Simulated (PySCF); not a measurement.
# HNOS (Thionylimide): the cost of one run

Programs: PySCF 2.14.0, with density-fitted response routines of our own. Each step states its level of theory. These are calculated values for one molecule in the gas phase, unless marked as measured. Atoms are numbered from 0 throughout.

### Step 1. The starting structure

4 atoms, charge 0, multiplicity 1; geometry from: GFN2-xTB. The atoms were then displaced at random by about 0.01 Å, so the start is not that level's minimum.

Bonds of the start (Å): N0–S1 1.49, S1–O2 1.46, N0–H3 1.01.

### Step 2. Relaxing the molecule at PBE0-D3(BJ)/def2-SVP

What the job is given:

```
{"job": {"xc": "PBE0", "basis": "def2-SVP", "d3": "d3bj", "grid": 1, "shake": 0.01, "kind": "geom"}, "charge": 0, "multiplicity": 1}
N     -0.323620     0.282310    -1.246060
S     -0.204380    -1.041670    -0.578850
O     -1.363680    -1.928000    -0.636430
H     -1.152340     0.608090    -1.726030
```

The run is started by

```sh
OMP_NUM_THREADS=1 python probes_run.py task.json out
```

The driver reads the jobs from task.json and runs them one after another.

Q: Estimate the wall time and peak memory of this first job on 1 thread of Arm Neoverse V1, shared host.

About 6 s, with a peak of 0.26 GiB.
